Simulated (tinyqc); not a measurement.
Inside a calculation. Method: extended Hueckel theory, for CO. One step of it, computed by the program tinyqc.

Question. Mulliken analysis. P = C n C^T; charge = valence electrons (O 6, C 4) minus the sum of (P S)_ii on the atom; overlap population = 2 sum P_ij S_ij between two atoms.

coefficients:
```
             MO1        MO2       MO3        MO4        MO5        MO6        MO7        MO8
1C 2s   0.297984   0.707823  0.000000   0.000000   0.404060   0.000000   0.000000   0.816537
1C 2px  0.000000   0.000000  0.136138   0.303038   0.000000   0.550396   0.792180   0.000000
1C 2py  0.000000   0.000000  0.303038  -0.136138   0.000000   0.792180  -0.550396   0.000000
1C 2pz  0.069990  -0.291863  0.000000   0.000000  -0.537710   0.000000   0.000000   1.090108
2O 2s   0.828293  -0.344189  0.000000   0.000000   0.056176   0.000000   0.000000  -0.906196
2O 2px  0.000000   0.000000  0.360487   0.802428   0.000000  -0.294838  -0.424359   0.000000
2O 2py  0.000000   0.000000  0.802428  -0.360487   0.000000  -0.424359   0.294838   0.000000
2O 2pz  0.023403  -0.506917  0.000000   0.000000   0.701571   0.000000   0.000000   0.780229
```

occupations: 2.000000  2.000000  2.000000  2.000000  2.000000  0.000000  0.000000  0.000000

overlap S, lower triangle:
```
            1C 2s    1C 2px    1C 2py     1C 2pz     2O 2s    2O 2px    2O 2py    2O 2pz
1C 2s    1.000000
1C 2px   0.000000  1.000000
1C 2py   0.000000  0.000000  1.000000
1C 2pz   0.000000  0.000000  0.000000   1.000000
2O 2s    0.352342  0.000000  0.000000   0.438901  1.000000
2O 2px   0.000000  0.198111  0.000000   0.000000  0.000000  1.000000
2O 2py   0.000000  0.000000  0.198111   0.000000  0.000000  0.000000  1.000000
2O 2pz  -0.295774  0.000000  0.000000  -0.305448  0.000000  0.000000  0.000000  1.000000
```

Give: charges; Overlap populations.

Answer.

charges: 1C 0.7521, 2O -0.7521

Overlap populations:
```
pair     value
2-1   1.083786
```
